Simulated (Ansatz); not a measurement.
Relaxing Sb2C3

Theory: Ansatz, DFT PBE, scalar-relativistic, plane waves, PAW. Cutoff 420 eV, Γ-centred k mesh, Gaussian smearing, no spin polarisation in the final step.

The start puts Sb2C3 on the A-type sesquioxide structure type (P-3m1, No. 164), with Sb in place of La, C in place of O, at a guessed volume.

```xyz
5
Lattice="3.8468 0.0000 0.0000 -1.9234 3.3314 0.0000 0.0000 0.0000 5.9850" Properties=species:S:1:pos:R:3 pbc="T T T"
Sb    0.0000    2.2210    1.4663
Sb    1.9234    1.1105    4.5187
C     0.0000    0.0000    0.0000
C     0.0000    2.2210    3.8603
C     1.9234    1.1105    2.1247
```

Steps on the 6×6×4 mesh (5 atoms). 12 of 14 steps are shown, and the free energy counts from the last. Trial steps that were taken back and renewals of the plane-wave basis can be among the rows.

| step | ΔF (meV/atom) | V (Å³/atom) | P (GPa) | largest force component (eV/Å) |
| --- | --- | --- | --- | --- |
| 1 | 134.0 | 15.34 | -7.18 | 0.662 |
| 2 | 93.2 | 14.13 | 1.61 | 0.918 |
| 3 | 79.4 | 14.28 | -0.33 | 0.259 |
| 5 | 63.5 | 13.87 | 1.76 | 0.252 |
| 6 | 29.0 | 13.39 | 5.97 | 0.237 |
| 7 | 22.6 | 13.38 | 7.04 | 0.146 |
| 8 | 74.9 | 14.99 | -8.20 | 1.057 |
| 9 | 8.2 | 14.18 | -0.75 | 0.071 |
| 10 | 7.7 | 14.11 | 0.19 | 0.143 |
| 12 | 0.8 | 14.12 | 0.45 | 0.006 |
| 13 | 0.2 | 14.22 | 0.08 | 0.009 |
| 14 | 0.0 | 14.22 | 0.09 | 0.009 |

A final relaxation ran on a 12×12×6 mesh. The relaxed crystal, P-3m1 (No. 164):

```
Sb C
1.0
     3.41430    0.00000    0.00000
    -1.70715    2.95687    0.00000
     0.00000    0.00000    7.06808
Sb C
2 3
Direct
  0.33333 0.66667 0.21902
  0.66667 0.33333 0.78098
  0.00000 0.00000 0.00000
  0.33333 0.66667 0.65140
  0.66667 0.33333 0.34860
```

```yaml
Volume_per_atom: 14.3 Å³
Density: 6.5 g/cm³
Energy_over_the_elements: 2.06 eV/atom
Gap_on_the_12×12×6_mesh: 0 eV (a metal)
```

The zero of energy is the elements' standard structures at the same level; no fitted shifts are applied.

The final run used a 12×12×6 mesh on its 5-atom cell and 0.10 eV smearing. For metals, differences of a few meV/atom aren't resolved. Weakly bound directions are ill-defined at this level, which has no dispersion term. Spin–orbit coupling is left out.

A structure relaxed within its symmetry needn't be a true minimum.

Cost: 3 runs of about 3.2 core-minutes in all, on Intel Xeon Processor @ 2.50GHz (Skylake/Cascade Lake) (shared hosts).